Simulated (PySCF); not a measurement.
(H2Al-mu-H)3.
Hydrogens: H2, H3, H4, H12 on Al1; H4, H6, H7, H8 on Al5; H8, H10, H11, H12 on Al9.

The closed-shell ground state was solved at several levels (PySCF, density fitting, gas phase, non-relativistic). Geometry: PBE0-D3(BJ)/def2-SVP; no solvent, vibrations or thermal averaging.

```csv
level,basis functions,HOMO (eV),LUMO (eV),gap (eV),dipole (D)
wB97X-D/def2-SVPD,144,-9.51,0.08,9.59,0.02
B3LYP/pcSseg-1 (pcSseg-2 on Al),174,-7.60,-1.51,6.09,0.02
PBE/pcSseg-1 (pcSseg-2 on Al),174,-6.60,-2.26,4.34,0.02
```

(1) What might PBE0/pcSseg-1 (pcSseg-2 on Al) (174 basis functions) give for the same quantities?

(2) Over all these levels, which gives the widest orbital gap and which the narrowest?

(3) In the pcSseg-1 (pcSseg-2 on Al) basis, how does the gap go with the fixed share of exact exchange?

(4) How far do the dipole and the HOMO energy spread over the levels?

Answers

(1) HOMO -7.74 eV, LUMO -1.46 eV, gap 6.28 eV, dipole 0.02 D.

(2) wB97X-D/def2-SVPD (range-separated hybrid) has the widest, 9.59 eV, and PBE/pcSseg-1 (pcSseg-2 on Al) (GGA) the narrowest, 4.34 eV. Functional and basis both differ between the two, so the spread mixes both effects.

(3) PBE (0 %) 4.34 eV; B3LYP (20 %) 6.09 eV; PBE0 (25 %) 6.28 eV. Each rise in the share widens the gap here.

(4) The dipole runs from 0.02 to 0.02 D (mean 0.02 D) and the HOMO from -9.51 to -6.60 eV.
